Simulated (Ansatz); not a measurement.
Reaction (SMILES): S=C=S → C atom + 2 S atom
B3LYP-D3(BJ)/def2-TZVP geometries, fixed; electronic energies without zero-point terms.
Largest species:
```
C
S 1 1.5527
S 1 1.5527 2 180.00
```

Basis-set convergence of the atomisation energy at B3LYP with Ansatz (an electronic-structure program). Cartesian d functions, on some or all atoms, in 6-31G**, 6-31+G*, 6-311+G**; all else is spherical. The program fits the integrals of some runs and decomposes those of others, by size. Open shells are unrestricted. No added dispersion term, no relativity. Functions are those of the species that has most. Reference: the value in aug-cc-pV(5+d)Z, 277.13 kcal/mol, itself unsure by roughly 0.06 kcal/mol (its mean distance from pcseg-4, aug-pcseg-3, aug-cc-pV(Q+d)Z). Deviations are taken from unrounded values.

```csv
basis,functions,atomisation energy (kcal/mol),minus reference (kcal/mol)
pcseg-0,35,229.98,-47.15
6-31G**,53,271.33,-5.81
6-31+G*,65,267.86,-9.27
6-311+G**,84,269.06,-8.08
pcseg-2,98,275.91,-1.22
def2-TZVP,105,277.36,0.23
cc-pV(T+d)Z,108,276.67,-0.46
def2-TZVPP,115,277.37,0.24
def2-TZVPD,129,276.97,-0.16
"6-311++G(3df,3pd)",133,277.45,0.32
jun-cc-pV(T+d)Z,135,276.24,-0.90
def2-TZVPPD,139,276.98,-0.15
aug-cc-pV(T+d)Z,156,276.15,-0.98
pcseg-3,188,277.19,0.05
def2-QZVPPD,221,276.75,-0.38
aug-pcseg-3,263,277.17,0.04
cc-pV(5+d)Z,291,277.16,0.03
aug-cc-pV(5+d)Z,399,277.13,0.00
```

The smallest set listed that lies within 4 kcal/mol of the reference with all its larger relatives (same family, alike in diffuse functions; a set with none counts only in the reference's own line) is pcseg-2 (98 functions, -1.22 kcal/mol off). Inside, with no larger relative to test it: 6-311++G(3df,3pd), aug-pcseg-3. (Relatives not listed, tested too: cc-pV(Q+d)Z 0.05, def2-QZVP -0.33, def2-QZVPP -0.33, aug-cc-pV(Q+d)Z -0.08, pcseg-4 0.07 kcal/mol.)
